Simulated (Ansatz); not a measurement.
Input file:

```yaml
crystal:
  periodic: [false, false, false]
  atoms:
    - {symbol: N, position_ang: [0.000000, 0.000000, 0.000000]}
    - {symbol: C, position_ang: [0.000000, 0.000000, 1.339482]}
basis:
  gaussian: {orbitals: cc-pVDZ}
total_charge: 1
magnetization: {spin_polarized: false, initial_magnetization: 4}
correlation: {method: ccsd(t), electrons: outside_noble_gas}
```

```sh
$ ansatz run in.yaml --threads 1 --pin off --events-out ev --progress --plain --max-ram 2393MiB
```

Question: One thing in this input was set wrong on purpose, beside settings that are merely unusual. What is the gravest fault, and what does the program do?

Answer: A method name that the input doesn't accept. How the run ends: refused.
```
Error: YAML parse error: error: line 10 column 23: unknown variant `ccsd(t)`, expected one of mp2, rpa, ccsd, ccsd_t, bccd, bccd_t, ccsdt, ccsdt_q, ccsdt_q_b, ccsdtq, fci, sc_nevpt2, fic_nevpt4_sd, fic_mrcisd_q, fic_mrcisd_q_relaxed
  --> <input>:10:23
   |
 8 | total_charge: 1
 9 | magnetization: {spin_polarized: false, initial_magnetization: 4}
10 | correlation: {method: ccsd(t), electrons: outside_noble_gas}
   |                       ^ unknown variant `ccsd(t)`, expected one of mp2, rpa, ccsd, ccsd_t, bccd, bccd_t, ccsdt, ccsdt_q, ccsdt_q_b, ccsdtq, fci, sc_nevpt2, fic_nevpt4_sd, fic_mrcisd_q, fic_mrcisd_q_relaxed
```
